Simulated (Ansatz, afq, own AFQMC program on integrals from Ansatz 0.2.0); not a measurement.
**SiH⁺, triplet: AFQMC among the cluster methods**

```yaml
atoms:
  - { symbol: Si, position_ang: [0.0000, 0.0000, 0.0000] }
  - { symbol: H, position_ang: [0.0000, 0.0000, 1.5317] }
```

Basis cc-pVTZ. Noble-gas cores (and the filled d shells of Ga–Kr and In–Xe) are frozen. Ansatz 0.2.0 and our own AFQMC program on the same integrals; the CISD trial comes from CCSD amplitudes, and released means the phaseless constraint is let go. Free projection: walkers drawn from exp(T), propagated without any constraint. Its projection time is finite, and what remains of the start isn't in its error. Uncertainties: one standard error, sampling alone.

Determinant: UHF, the one that the program's search chose, which needn't be the lowest solution. The geometry is a PBE0/def2-TZVP stationary point of this or a neighbouring charge and spin state.

Full CI on the same integrals is exact in this basis and with this determinant's frozen core.

Cautions: another spin lies lower (by 2.24 eV).

The T1 diagnostic is 0.0275 and the weight of the determinant in the CISD state is 0.942. The ⟨S²⟩ of the determinant is 2.018 and the size of the correlated space is 4 electrons in 43 orbitals.

```json
{"level": "MP2", "correlation energy (eV)": "-1.3357"}
{"level": "CCSD", "correlation energy (eV)": "-1.8061"}
{"level": "CCSD(T)", "correlation energy (eV)": "-1.8552"}
```

Task: Estimate where full CI lies against CCSD(T) on the same integrals.

Result: 0.67 mEh below CCSD(T).

Reference: full CI, correlation energy -1.873 eV. The released energy is read at 2.40 1/Eh (meV from the phaseless value at times in 1/Eh: -1.7 ± 0.7 at 0.24, -3.5 ± 0.6 at 0.51, -3.7 ± 0.5 at 0.99, -4.5 ± 0.6 at 1.62, -5.6 ± 0.8 at 2.40).

```json
{"level": "CCSD(T)", "E − E(reference) (mEh)": "0.67", "share of correlation (%)": "99.03"}
{"level": "CCSDT", "E − E(reference) (mEh)": "0.03", "share of correlation (%)": "99.95"}
{"level": "CCSDT(Q)", "E − E(reference) (mEh)": "0.01", "share of correlation (%)": "99.99"}
{"level": "ph-AFQMC/HF", "E − E(reference) (mEh)": "1.54 ± 0.36", "share of correlation (%)": "97.77"}
{"level": "ph-AFQMC/CISD", "E − E(reference) (mEh)": "0.22 ± 0.03", "share of correlation (%)": "99.68"}
{"level": "released AFQMC", "E − E(reference) (mEh)": "0.02 ± 0.03", "share of correlation (%)": "99.98"}
{"level": "free AFQMC", "E − E(reference) (mEh)": "0.01 ± 0.02", "share of correlation (%)": "99.98"}
```

CCSDT and higher add their correlation energy to the determinant of the CCSD(T) run, since their own runs factorise the integrals more tightly (a shift of under 2 meV). Free projections are given only where their last times agree within the noise and don't stop above the reference; a slow remainder of the start can still hide under it. A walk keeps the symmetry of its determinant, which the program's search chose and which needn't be the lowest solution, so a lower state of the same spin and another symmetry isn't excluded. Released energies are given only where the last usable release times agree within the noise; a slower fall can still hide under it.
